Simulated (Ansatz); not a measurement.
Reaction (SMILES): C(O)=O + 3 [H][H] (H2) → C (CH4) + 2 O (H2O)
B3LYP-D3(BJ)/def2-TZVP geometries, fixed; electronic energies without zero-point terms.

Basis-set convergence of the energy of full hydrogenation at MP2 with Ansatz (a first-principles code). Cartesian d functions, on some or all atoms, in 6-31G*, 6-31+G*; all else is spherical. Cores are frozen. Species with rotatable bonds are taken in one conformer. No added dispersion term, no relativity. Functions are those of the species that has most. Reference: Hartree-Fock in aug-cc-pVQZ plus the correlation part extrapolated as X^-3 from aug-cc-pVTZ and aug-cc-pVQZ, -56.94 kcal/mol, itself unsure by roughly 0.14 kcal/mol (a third of the extrapolation step and of the last Hartree-Fock step). Deviations are taken from unrounded values.

```tsv
basis	functions	energy of full hydrogenation (kcal/mol)
6-31G*	49	-33.00
6-31+G*	61	-40.85
cc-pVDZ	52	-44.25
aug-cc-pVDZ	87	-59.60
def2-SVP	52	-45.46
def2-SVPD	82	-59.74
pcseg-1	52	-47.67
aug-pcseg-1	87	-55.68
6-311G**	66	-46.68
6-311+G**	78	-54.00
def2-TZVP	105	-47.44
def2-TZVPD	135	-51.43
cc-pVTZ	118	-52.65
aug-cc-pVTZ	184	-56.96
pcseg-2	118	-55.90
aug-pcseg-2	184	-56.88
def2-TZVPP	121	-54.91
def2-TZVPPD	151	-57.20
cc-pVQZ	225	-55.27
aug-cc-pVQZ	332	-56.83
def2-QZVPP	231	-56.69
def2-QZVPPD	261	-57.27
pcseg-3	246	-57.01
aug-pcseg-3	353	-56.87
```

What the diffuse functions change, pair by pair:
- 6-31G* to 6-31+G*: 12 more functions, deviation 23.94 to 16.09 kcal/mol
- cc-pVDZ to aug-cc-pVDZ: 35 more functions, deviation 12.69 to -2.66 kcal/mol
- def2-SVP to def2-SVPD: 30 more functions, deviation 11.49 to -2.79 kcal/mol
- pcseg-1 to aug-pcseg-1: 35 more functions, deviation 9.27 to 1.27 kcal/mol
- 6-311G** to 6-311+G**: 12 more functions, deviation 10.26 to 2.94 kcal/mol
- def2-TZVP to def2-TZVPD: 30 more functions, deviation 9.50 to 5.52 kcal/mol
- cc-pVTZ to aug-cc-pVTZ: 66 more functions, deviation 4.29 to -0.02 kcal/mol
- pcseg-2 to aug-pcseg-2: 66 more functions, deviation 1.04 to 0.06 kcal/mol
- def2-TZVPP to def2-TZVPPD: 30 more functions, deviation 2.04 to -0.25 kcal/mol
- cc-pVQZ to aug-cc-pVQZ: 107 more functions, deviation 1.67 to 0.12 kcal/mol
- def2-QZVPP to def2-QZVPPD: 30 more functions, deviation 0.26 to -0.33 kcal/mol
- pcseg-3 to aug-pcseg-3: 107 more functions, deviation -0.06 to 0.07 kcal/mol

Leaving out the reference's own pair, they bring the value nearer the reference by more than 0.14 kcal/mol in 9 of 11 pairs.
